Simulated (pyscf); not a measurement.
Single points on ωB97X-D3(BJ)/def2-SVP structures (PySCF, gas phase).

Q: Estimate the classical barrier height and the reaction energy of H₃C–CH₃ (SMILES CC) + CH₃• (SMILES [CH3]) → •H₂C–CH₃ (SMILES [CH2]C) + CH₄ (SMILES C) at ωB97M-D3(BJ)/def2-TZVP. The step runs on the doublet surface, breaks C–H and forms C–H; take the separated reactants as zero.

A: ΔE‡ = 14.7 kcal/mol, ΔE = -4.1 kcal/mol. Zero-point energy shifts the barrier by -0.8 kcal/mol. It is a hydrogen abstraction, with an imaginary mode of 1785i cm⁻¹. This is the saddle that the search found; another between the same sides may lie lower. The angle at the transferred H is 177°.
